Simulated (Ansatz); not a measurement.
Input file for H₆NSi₂ (`[SiH2]N[SiH3]`) radical:

```yaml
crystal:
  periodic: [false, false, false]
  atoms:
    - {symbol: Si, position_ang: [-1.200856, 0.925305, -0.948367]}
    - {symbol: N, position_ang: [0.196886, 0.625803, 0.025193]}
    - {symbol: Si, position_ang: [0.611744, -0.820464, 0.880208]}
    - {symbol: H, position_ang: [-1.616525, -0.372047, -1.554540]}
    - {symbol: H, position_ang: [-0.842900, 1.913407, -2.010927]}
    - {symbol: H, position_ang: [0.764121, 1.439256, 0.222199]}
    - {symbol: H, position_ang: [1.982631, -1.276549, 0.525392]}
    - {symbol: H, position_ang: [-0.378231, -1.853403, 0.488479]}
    - {symbol: H, position_ang: [0.571629, -0.627709, 2.355364]}
basis:
  gaussian: {orbitals: def2-TZVPP}
magnetization: {spin_polarized: true, initial_magnetization: 1}
correlation: {method: ccsd_t}
scf: {omitted_lower_state_checks: [cluster_reference]}
output: {orbitals: {seedname: orbitals}}
```

```sh
$ ansatz run in.yaml --threads 2 --pin off --events-out ev --progress --plain
```

Log, shortened:

```
Functional definition: HF
1130 factors; integrals over basis functions are off by at most 8.6e-4 eV
mean field evaluation 1: about -17299.3883 eV, gradient 2.5e1 eV
mean field evaluation 2: about -17299.3925 eV, gradient 2.5e1 eV
mean field evaluation 4: about -17302.5585 eV, gradient 2.9e0 eV
mean field evaluation 8: about -17302.6591 eV, gradient 3.4e-3 eV
mean field -17302.65907850 eV, -635.8609929712 hartree, gradient 1.4e-6 eV, S^2 0.755600; 0 other end points of the search recorded, 0 dependent functions left out
11 core orbitals not correlated: weight in the atoms' cores, before any rotation towards them, 1.000 or more for the frozen orbitals, at most 0.000 for the correlated occupied ones
reference -17302.65907850 eV, -635.8609929712 hartree; 10, 9 occupied and 178, 179 virtual orbitals, 1130 factors
second order -12.13762811 eV of doubles, -0.00000000 eV of singles
cycle   1  -12.89091811 eV  change   -7.5e-1 eV  update   8.5e-2
cycle   2  -13.31267132 eV  change   -4.2e-1 eV  update   2.8e-2
cycle   3  -13.38079480 eV  change   -6.8e-2 eV  update   1.4e-2
cycle   4  -13.37486856 eV  change    5.9e-3 eV  update   5.2e-3
cycle   5  -13.37536001 eV  change   -4.9e-4 eV  update   2.7e-3
cycle   6  -13.37539790 eV  change   -3.8e-5 eV  update   1.1e-3
cycle   7  -13.37562073 eV  change   -2.2e-4 eV  update   3.7e-4
cycle   8  -13.37578876 eV  change   -1.7e-4 eV  update   1.2e-4
cycle   9  -13.37577863 eV  change    1.0e-5 eV  update   4.2e-5
cycle  10  -13.37576583 eV  change    1.3e-5 eV  update   1.8e-5
perturbative correction -0.47420611 eV, -0.0174267531 hartree
Total energy: -17316.50905043 eV, -636.3699700520 hartree
Checks for a lower state left out: cluster_reference
```

Run time 4.3 min (2 threads of a server CPU on a shared host); peak host memory 2.2 GiB.

Correlation energy per correlated electron: -0.729 eV. T1 diagnostic: 0.0144.
